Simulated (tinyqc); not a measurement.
CIS on RHF in the sto-3g basis, frozen core, for H2O, spin multiplicity 1, step by step. One step of it, computed by the program tinyqc.

Problem. CIS triplet states. Diagonalise A (1 hartree = 27.211386 eV); each vector has its largest component positive (the first on a tie).

CIS matrix A, triplet (hartree), order 2>6, 2>7, 3>6, 3>7, 4>6, 4>7, 5>6, 5>7:
$$\begin{pmatrix}
1.141069 & 0.003740 & 0.028983 & 0.090111 & -0.053810 & 0.010877 & 0.000000 & 0.000000 \\
0.003740 & 1.285990 & 0.090111 & -0.034139 & 0.010877 & 0.017931 & 0.000000 & 0.000000 \\
0.028983 & 0.090111 & 0.540441 & -0.006376 & 0.018782 & 0.051543 & 0.000000 & 0.000000 \\
0.090111 & -0.034139 & -0.006376 & 0.676543 & 0.051543 & -0.021576 & 0.000000 & 0.000000 \\
-0.053810 & 0.010877 & 0.018782 & 0.051543 & 0.388630 & -0.013029 & 0.000000 & 0.000000 \\
0.010877 & 0.017931 & 0.051543 & -0.021576 & -0.013029 & 0.510182 & 0.000000 & 0.000000 \\
0.000000 & 0.000000 & 0.000000 & 0.000000 & 0.000000 & 0.000000 & 0.314227 & -0.004912 \\
0.000000 & 0.000000 & 0.000000 & 0.000000 & 0.000000 & 0.000000 & -0.004912 & 0.441729
\end{pmatrix}$$

Give: triplet excitation energies; lowest vectors.

Solution.

triplet excitation energies (eV): [8.545, 10.038, 12.025, 12.828, 15.408, 18.370, 31.610, 35.364]

lowest vectors, order 2>6, 2>7, 3>6, 3>7, 4>6, 4>7, 5>6, 5>7:
$$\begin{pmatrix}
0.000 & 0.093 & 0.000 & -0.017 & -0.063 & -0.152 \\
0.000 & -0.005 & 0.000 & 0.056 & -0.107 & 0.065 \\
0.000 & -0.158 & 0.000 & -0.591 & 0.777 & -0.068 \\
0.000 & -0.184 & 0.000 & 0.121 & 0.137 & 0.948 \\
0.000 & 0.959 & 0.000 & -0.163 & 0.091 & 0.205 \\
0.000 & 0.112 & 0.000 & 0.778 & 0.595 & -0.165 \\
0.999 & 0.000 & -0.038 & 0.000 & 0.000 & 0.000 \\
0.038 & 0.000 & 0.999 & 0.000 & 0.000 & 0.000
\end{pmatrix}$$
